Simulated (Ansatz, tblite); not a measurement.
# BMe2H (C₂H₇B): one state, many levels, part 2 of 2

Aim: run the singlet of BMe2H (C₂H₇B) at one geometry on many levels, and compare frontier levels, spin and run time.

Ansatz 0.2.0, Gaussian basis; as each input shows. The steps go on from the part before.

### Step 12. LC-ωPBE/def2-TZVP

Contents of in.yaml:

```yaml
crystal:
  periodic: [false, false, false]
  atoms:
    - {symbol: B, position_ang: [-0.287171, -0.490185, -0.015133]}
    - {symbol: C, position_ang: [1.273088, -0.552682, -0.001273]}
    - {symbol: H, position_ang: [1.549880, -0.817431, 1.040397]}
    - {symbol: H, position_ang: [1.784092, 0.393560, -0.232002]}
    - {symbol: H, position_ang: [1.692370, -1.364040, -0.615354]}
    - {symbol: C, position_ang: [-1.100686, 0.842742, 0.006376]}
    - {symbol: H, position_ang: [-1.478154, 0.981900, -1.027692]}
    - {symbol: H, position_ang: [-0.523234, 1.744174, 0.258423]}
    - {symbol: H, position_ang: [-2.008443, 0.795219, 0.627397]}
    - {symbol: H, position_ang: [-0.901743, -1.533247, -0.041138]}
basis:
  gaussian: {orbitals: def2-TZVP, initial_orbitals: start.molden}
hamiltonian: {xc: {name: LC-wPBE}}
scf: {omitted_lower_state_checks: [starts]}
output: {orbitals: {seedname: orbitals}}
```

Started as:

```bash
ansatz run in.yaml --threads 4 --pin off --events-out ev --progress --plain --max-ram 3916MiB
```

Output, shortened:

```text
Functional definition: LC-wPBE
  name "LC-wPBE"
  cite "Vydrov & Scuseria, J. Chem. Phys. 125, 234109 (2006) doi:10.1063/1.2409292"
  cite "Heyd & Scuseria, J. Chem. Phys. 120, 7274 (2004) doi:10.1063/1.1668634"
  cite "Ernzerhof & Perdew, J. Chem. Phys. 109, 3313 (1998) doi:10.1063/1.476928"
  cite "Perdew, Burke & Ernzerhof, Phys. Rev. Lett. 77, 3865 (1996) doi:10.1103/PhysRevLett.77.3865"
  parent pbe
[...]
837 factors; their error is unknown
326 factors; integrals over basis functions are off by at most 1.6e-5 eV
[...]
mean field -2863.70984368 eV, -105.2393956629 hartree, gradient 1.6e-5 eV, S^2 0.000000; 0 other end points of the search recorded, 0 dependent functions left out
reference -2863.70984369 eV, -105.2393956632 hartree; 12, 12 occupied and 123, 123 virtual orbitals, 837 factors
Total energy: -2863.70984369 eV, -105.2393956632 hartree
Checks for a lower state left out: starts
```

It took 1.3 s on 4 threads of AMD EPYC 7R43, shared host.

HOMO -11.48 eV, LUMO 1.73 eV.

### Step 13. PBE-D4/def2-SVP

in.yaml, as its differences from that of step 12:

```diff
@@ -14,4 +14,4 @@
 basis:
-  gaussian: {orbitals: def2-TZVP, initial_orbitals: start.molden}
-hamiltonian: {xc: {name: LC-wPBE}}
+  gaussian: {orbitals: def2-SVP, initial_orbitals: start.molden}
+hamiltonian: {xc: pbe, dispersion: d4}
 scf: {omitted_lower_state_checks: [starts]}
```

The command is unchanged.

Output:

```text
Functional definition: PBE
  name "PBE"
  cite "Perdew, Burke & Ernzerhof, Phys. Rev. Lett. 77, 3865 (1996) doi:10.1103/PhysRevLett.77.3865"
  parent pbe
  parameter kappa = 0.804
  parameter beta = 0.06672455060314922
  exchange = pbe_x(kappa = kappa, mu = beta*pi^2/3)
  correlation = pbe_c(beta = beta)
these checks for a lower state are left out or cut short: starts
876 factors; their error is unknown
mean field evaluation 1: about -2857.7136 eV, gradient 5.7e0 eV
mean field evaluation 2: about -2857.8128 eV, gradient 7.0e-2 eV
mean field evaluation 4: about -2857.7882 eV, gradient 6.7e-5 eV
mean field -2857.78818076 eV, -105.0217785647 hartree, gradient 2.0e-5 eV, S^2 0.000000; 0 other end points of the search recorded, 0 dependent functions left out
reference -2857.78821186 eV, -105.0217797075 hartree; 12, 12 occupied and 65, 65 virtual orbitals, 876 factors
Total energy: -2857.90987986 eV, -105.0262509240 hartree
Checks for a lower state left out: starts
```

Wall time 0.65 s (4 threads of AMD EPYC 7R43, shared host).

From the report: HOMO -7.12 eV, LUMO -1.52 eV.

### Step 14. PBE0-D4/def2-SVP

in.yaml, as its differences from that of step 13:

```diff
@@ -15,3 +15,3 @@
   gaussian: {orbitals: def2-SVP, initial_orbitals: start.molden}
-hamiltonian: {xc: pbe, dispersion: d4}
+hamiltonian: {xc: pbe0, dispersion: d4}
 scf: {omitted_lower_state_checks: [starts]}
```

Same command.

Output:

```text
Functional definition: PBE0
  name "PBE0"
  cite "Adamo & Barone, J. Chem. Phys. 110, 6158 (1999) doi:10.1063/1.478522"
  cite "Perdew, Burke & Ernzerhof, Phys. Rev. Lett. 77, 3865 (1996) doi:10.1103/PhysRevLett.77.3865"
  parent pbe
  parameter a = 0.25
  parameter kappa = 0.804
  parameter beta = 0.06672455060314922
  exchange = (1 - a)*pbe_x(kappa = kappa, mu = beta*pi^2/3) + a*exact_x
  correlation = pbe_c(beta = beta)
these checks for a lower state are left out or cut short: starts
876 factors; their error is unknown
mean field evaluation 1: about -2858.6112 eV, gradient 4.3e0 eV
mean field evaluation 2: about -2858.6658 eV, gradient 4.5e-2 eV
mean field evaluation 4: about -2858.6591 eV, gradient 4.5e-5 eV
mean field -2858.65909511 eV, -105.0537840765 hartree, gradient 5.8e-5 eV, S^2 0.000000; 0 other end points of the search recorded, 0 dependent functions left out
reference -2858.65911948 eV, -105.0537849723 hartree; 12, 12 occupied and 65, 65 virtual orbitals, 876 factors
Total energy: -2858.76005432 eV, -105.0574942591 hartree
Checks for a lower state left out: starts
```

Run time: 0.65 s. Hardware: 4 threads of AMD EPYC 7R43, shared host.

From the report: HOMO -8.57 eV, LUMO -0.51 eV.

### Step 15. HF/STO-3G

in.yaml, as its differences from that of step 14:

```diff
@@ -14,4 +14,4 @@
 basis:
-  gaussian: {orbitals: def2-SVP, initial_orbitals: start.molden}
-hamiltonian: {xc: pbe0, dispersion: d4}
+  gaussian: {orbitals: STO-3G}
+hamiltonian: {xc: hf}
 scf: {omitted_lower_state_checks: [starts]}
```

The command is unchanged.

Output:

```text
Functional definition: HF
  name "HF"
  cite "Fock, Z. Phys. 61, 126 (1930) doi:10.1007/BF01340294"
  parent pbe
  exchange = exact_x
  correlation = 0
these checks for a lower state are left out or cut short: starts
294 factors; integrals over basis functions are off by at most 1.2e-4 eV
mean field evaluation 1: about -2808.9887 eV, gradient 1.3e1 eV
mean field evaluation 2: about -2809.0982 eV, gradient 1.3e1 eV
mean field evaluation 4: about -2809.8626 eV, gradient 1.9e-1 eV
mean field evaluation 8: about -2809.8622 eV, gradient 2.1e-4 eV
mean field -2809.86224412 eV, -103.2605328783 hartree, gradient 6.1e-6 eV, S^2 0.000000; 0 other end points of the search recorded, 0 dependent functions left out
reference -2809.86224412 eV, -103.2605328783 hartree; 12, 12 occupied and 10, 10 virtual orbitals, 294 factors
Total energy: -2809.86224412 eV, -103.2605328783 hartree
Checks for a lower state left out: starts
```

Wall time 0.15 s (4 threads of AMD EPYC 7R43, shared host).

Report: HOMO -11.01 eV, LUMO 7.31 eV.

### Step 16. CCSD(T)/def2-TZVPP

in.yaml, as its differences from that of step 15:

```diff
@@ -14,4 +14,4 @@
 basis:
-  gaussian: {orbitals: STO-3G}
-hamiltonian: {xc: hf}
+  gaussian: {orbitals: def2-TZVPP, initial_orbitals: start.molden}
+correlation: {method: ccsd_t}
 scf: {omitted_lower_state_checks: [starts]}
```

Launched as before.

Output, shortened:

```text
Functional definition: HF
  name "HF"
  cite "Fock, Z. Phys. 61, 126 (1930) doi:10.1007/BF01340294"
  parent pbe
[...]
1090 factors; integrals over basis functions are off by at most 9.2e-4 eV
[...]
mean field -2844.51006495 eV, -104.5338168087 hartree, gradient 1.7e-6 eV, S^2 0.000000; 0 other end points of the search recorded, 0 dependent functions left out
3 core orbitals not correlated: weight in the atoms' cores, before any rotation towards them, 1.000 or more for the frozen orbitals, at most 0.000 for the correlated occupied ones
reference -2844.51006495 eV, -104.5338168087 hartree; 9, 9 occupied and 179, 179 virtual orbitals, 1090 factors
second order -12.59980276 eV of doubles, -0.00000000 eV of singles
cycle   1  -13.38294348 eV  change   -7.8e-1 eV  update   6.8e-2
[...]
cycle   8  -13.74611353 eV  change    4.7e-7 eV  update   1.6e-5
perturbative correction -0.48308842 eV, -0.0177531719 hartree
Total energy: -2858.73926689 eV, -105.0567303352 hartree
Checks for a lower state left out: starts
```

Run time: 21 s. Hardware: 4 threads of AMD EPYC 7R43, shared host; peak memory 2.2 GiB.

Report: Hartree-Fock HOMO -12.13 eV, LUMO 2.89 eV; T1 0.009.

### Step 17. MP2/def2-TZVP

in.yaml, as its differences from that of step 16:

```diff
@@ -14,4 +14,4 @@
 basis:
-  gaussian: {orbitals: def2-TZVPP, initial_orbitals: start.molden}
-correlation: {method: ccsd_t}
+  gaussian: {orbitals: def2-TZVP, initial_orbitals: start.molden}
+correlation: {method: mp2}
 scf: {omitted_lower_state_checks: [starts]}
```

Same command.

Output:

```text
Functional definition: HF
  name "HF"
  cite "Fock, Z. Phys. 61, 126 (1930) doi:10.1007/BF01340294"
  parent pbe
  exchange = exact_x
  correlation = 0
these checks for a lower state are left out or cut short: starts
932 factors; integrals over basis functions are off by at most 1.1e-3 eV
mean field evaluation 1: about -2844.0761 eV, gradient 1.7e1 eV
mean field evaluation 2: about -2844.4531 eV, gradient 4.0e-1 eV
mean field evaluation 4: about -2844.4525 eV, gradient 1.5e-3 eV
mean field -2844.45248024 eV, -104.5317006096 hartree, gradient 1.0e-6 eV, S^2 0.000000; 0 other end points of the search recorded, 0 dependent functions left out
3 core orbitals not correlated: weight in the atoms' cores, before any rotation towards them, 1.000 or more for the frozen orbitals, at most 0.000 for the correlated occupied ones
reference -2844.45248024 eV, -104.5317006096 hartree; 9, 9 occupied and 123, 123 virtual orbitals, 932 factors
second order -12.10305507 eV of doubles, -0.00000000 eV of singles
Total energy: -2856.55553531 eV, -104.9764796798 hartree
Checks for a lower state left out: starts
```

Run time: 0.85 s. Hardware: 4 threads of AMD EPYC 7R43, shared host.

Report: Hartree-Fock HOMO -12.13 eV, LUMO 2.89 eV.

### Step 18. RPA/def2-TZVP

in.yaml, as its differences from that of step 17:

```diff
@@ -15,4 +15,4 @@
   gaussian: {orbitals: def2-TZVP, initial_orbitals: start.molden}
-correlation: {method: mp2}
+hamiltonian: {xc: pbe}
+correlation: {method: rpa}
 scf: {omitted_lower_state_checks: [starts]}
-output: {orbitals: {seedname: orbitals}}
```

Launched as before.

Output:

```text
Functional definition: PBE
  name "PBE"
  cite "Perdew, Burke & Ernzerhof, Phys. Rev. Lett. 77, 3865 (1996) doi:10.1103/PhysRevLett.77.3865"
  parent pbe
  parameter kappa = 0.804
  parameter beta = 0.06672455060314922
  exchange = pbe_x(kappa = kappa, mu = beta*pi^2/3)
  correlation = pbe_c(beta = beta)
these checks for a lower state are left out or cut short: starts
932 factors; integrals over basis functions are off by at most 1.1e-3 eV
mean field evaluation 1: about -2860.9109 eV, gradient 6.4e0 eV
mean field evaluation 2: about -2860.9646 eV, gradient 5.3e-2 eV
mean field evaluation 4: about -2860.9634 eV, gradient 4.8e-5 eV
mean field -2860.96344416 eV, -105.1384673421 hartree, gradient 2.0e-6 eV, S^2 0.000000; 0 other end points of the search recorded, 0 dependent functions left out
3 core orbitals not correlated: weight in the atoms' cores, before any rotation towards them, 1.000 or more for the frozen orbitals, at most 0.000 for the correlated occupied ones
reference -2843.74211960 eV, -104.5055953378 hartree; 9, 9 occupied and 123, 123 virtual orbitals, 932 factors
Total energy: -2865.17537067 eV, -105.2932527864 hartree
Checks for a lower state left out: starts
```

Wall time 2 s (4 threads of AMD EPYC 7R43, shared host).

### Step 19. Comparison

```
              level  functions  HOMO (eV)  LUMO (eV)  gap (eV)    time
          HF/STO-3G         22     -11.01       7.31     18.31  0.15 s
    PBE-D4/def2-SVP         77      -7.12      -1.52      5.60  0.65 s
   PBE-D4/def2-TZVP        135      -7.24      -1.64      5.60   0.9 s
revPBE-D4/def2-TZVP        135      -7.22      -1.53      5.69   0.9 s
r2SCAN-D4/def2-TZVP        135      -7.54      -1.20      6.34   1.6 s
   B97M-V/def2-TZVP        135      -7.61      -1.26      6.35   3.1 s
 B3LYP-D4/def2-TZVP        135      -8.47      -0.84      7.63   1.2 s
   PBE0-D4/def2-SVP         77      -8.57      -0.51      8.06  0.65 s
  PBE0-D4/def2-TZVP        135      -8.64      -0.60      8.03   1.5 s
 HSE06-D4/def2-TZVP        135      -8.23      -0.99      7.24   1.4 s
  LC-ωPBE/def2-TZVP        135     -11.48       1.73     13.20   1.3 s
  ωB97X-V/def2-TZVP        135     -11.13       1.61     12.74     3 s
```

The pieces so far (eV):

```csv
basis,HF,MP2 correlation,CCSD correlation,(T),total
def2-TZVPP,-2844.5101,-12.5998,-13.7461,-0.4831,-2858.7393
def2-TZVP,-2844.4525,-12.1031,,,-2856.5555 (MP2)
```

### Step 20. Binding energy

Free atoms were run apart at each level; binding is atoms less cluster, divided by the number of atoms, without zero-point or spin-orbit terms.

Differences are taken before rounding.

```csv
method,binding an atom (eV),from CCSD(T)/def2-TZVPP (eV),time
HF/STO-3G,3.942,+0.138,0.15 s
HF/def2-TZVP,3.036,-0.768,
HF/def2-TZVPP,3.042,-0.763,
PBE-D4/def2-SVP,3.951,+0.146,0.65 s
PBE-D4/def2-TZVP,3.928,+0.124,0.9 s
revPBE-D4/def2-TZVP,3.856,+0.051,0.9 s
r2SCAN-D4/def2-TZVP,3.899,+0.095,1.6 s
B97M-V/def2-TZVP,3.899,+0.095,3.1 s
B3LYP-D4/def2-TZVP,3.898,+0.093,1.2 s
PBE0-D4/def2-SVP,3.932,+0.127,0.65 s
PBE0-D4/def2-TZVP,3.901,+0.096,1.5 s
HSE06-D4/def2-TZVP,3.903,+0.099,1.4 s
LC-ωPBE/def2-TZVP,3.878,+0.074,1.3 s
ωB97X-V/def2-TZVP,3.886,+0.081,3 s
MP2/def2-TZVP,3.768,-0.036,0.85 s
CCSD/def2-TZVPP,3.771,-0.034,
CCSD(T)/def2-TZVPP,3.804,0,21 s
```

Among the levels timed on like hardware and quicker than the yardstick, those that no quicker one beats, quickest first: HF/STO-3G (0.15 s, +0.138 eV); PBE0-D4/def2-SVP (0.65 s, +0.127 eV); MP2/def2-TZVP (0.85 s, -0.036 eV).

### Step 21. Summary of results

What follows sums up all 2 parts.

| quantity | value |
| --- | --- |
| gap in def2-TZVP, named functionals, smallest and largest | 5.60 eV (PBE-D4), 13.20 eV (LC-ωPBE) |
| correlation energy, CCSD(T)/def2-TZVPP | -14.23 eV |
| correlation energy, MP2/def2-TZVP | -12.10 eV |
| binding an atom, CCSD(T)/def2-TZVPP | 3.804 eV |
| PBE0 total energy, smallest basis above largest | 3.05 eV (def2-SVP, def2-TZVP) |

In words: Orbital gaps of the named functionals in def2-TZVP span 5.60 eV (PBE-D4) to 13.20 eV (LC-ωPBE); exact exchange widens it. A small miss in a minimal or small basis is a cancelling of errors, not accuracy. The functionals in def2-TZVP miss CCSD(T)/def2-TZVPP by +0.051 (revPBE-D4) to +0.124 eV (PBE-D4) an atom. The reference is CCSD(T) in one finite basis, so it carries an error of its own, often a tenth of an eV or more, and near misses can't be ranked.

For cost: MP2/def2-TZVP gets within 0.036 eV in 0.85 s, where CCSD(T)/def2-TZVPP took 21 s; the quickest level in the cost chart, HF/STO-3G, takes 0.15 s and misses by 0.138 eV. The slowest run with a step of its own, CCSD(T)/def2-TZVPP, took 21 s; the quickest functional in def2-TZVP took 0.9 s (shared host).
